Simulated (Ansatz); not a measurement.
**1T (CdI2-type) PtS2**

Level of theory: PBEsol (PAW; Ansatz, an electronic-structure program).

Settings: plane-wave cutoff 500 eV, 18×18×8 k mesh (along the axes of the cell as run), gaussian smearing 0.02 eV, scalar-relativistic PAW data made under PBE.

Cell (relaxed at this level):

```xyz
3
Lattice="3.5715 0.0000 0.0000 -1.7857 3.0930 0.0000 0.0000 0.0000 4.7701" Properties=species:S:1:pos:R:3 pbc="T T T"
Pt     0.0000     0.0000     0.0000
S      1.7857     1.0310     3.5734
S      0.0000     2.0620     1.1967
```

```yaml
band_gap: 0.19 eV (on the SCF k mesh)
```

Measured, for comparison: band gap 0.7 eV (temperature not stated, not corrected to a static lattice, bulk, cited; as tabulated in Two-dimensional noble-metal chalcogenides and phosphochalcogenides, Angew. …).

Note: the cell comes from a level without a dispersion term, which matters for the spacing of layers, chains or molecules.

Spin–orbit coupling is not included.
